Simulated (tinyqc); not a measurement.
Starting guesses with plain Roothaan steps: SCF starting guesses in the sto-3g basis, for H2O+, spin multiplicity 2. Computed by the program tinyqc with PySCF. UHF with one setting changed at a time; a run stops when the energy changes by less than 1e-09 hartree and the error matrix is below 1e-5. Starts: the lowest orbitals of the core Hamiltonian, of the Wolfsberg-Helmholz matrix (K = 1.75), projected atomic densities, random orbitals, and the highest orbitals of the core Hamiltonian (a deliberately bad start).

Geometry (angstrom):
```
atom       x        y       z
O     0.0000   0.0000  0.0000
H     0.0000   0.8690  0.8030
H     0.0000  -0.9130  0.8440
```

lowest solution found by these runs and by PySCF with stability checks = -74.621651 hartree

Largest element of the error matrix X^T (FDS - SDF) X:
```
iteration     core  Wolfsberg-Helmholz  atomic densities   random  highest core orbitals
1          2.1e-01             1.6e-01           4.0e-01  7.6e+00                2.1e-01
2          7.0e-02             6.0e-02           1.2e-01  2.2e-01                2.1e-01
3          2.0e-02             1.5e-02           2.6e-02  6.1e-02                3.0e-02
4          8.0e-03             6.5e-03           1.1e-02  2.4e-02                1.6e-02
5          5.1e-03             5.0e-03           5.1e-03  2.1e-02                1.2e-02
6          3.6e-03             4.1e-03           4.3e-03  1.8e-02                9.7e-03
8          2.5e-03             2.7e-03           2.8e-03  1.3e-02                6.8e-03
10         1.7e-03             1.9e-03           1.9e-03  9.7e-03                5.7e-03
14         8.4e-04             9.4e-04           9.6e-04  5.1e-03                1.1e-02
20         2.9e-04             3.3e-04           3.3e-04  1.9e-03                2.2e-02
30         4.8e-05             5.4e-05           5.5e-05  3.6e-04                2.8e-02
45               -                   -                 -  3.0e-05                4.5e-03
60               -                   -                 -        -                9.0e-04
```

How each run ends:
```
run                    iterations  E (hartree)                                                        state
core                           40    -74.62165                                                 lowest found
Wolfsberg-Helmholz             41    -74.62165                                                 lowest found
atomic densities               41    -74.62165                                                 lowest found
random                         52    -74.62165                                                 lowest found
highest core orbitals         >60    -74.51356  falls steadily but slowly, by a factor of about 0.90 a step
```

What does the comparison show, and why?

4 of 5 runs reach the lowest solution found, in 40 to 52 iterations (fastest: core). Not converged: highest core orbitals. The first errors are 2e-01, 2e-01, 4e-01, 8e+00, 2e-01.
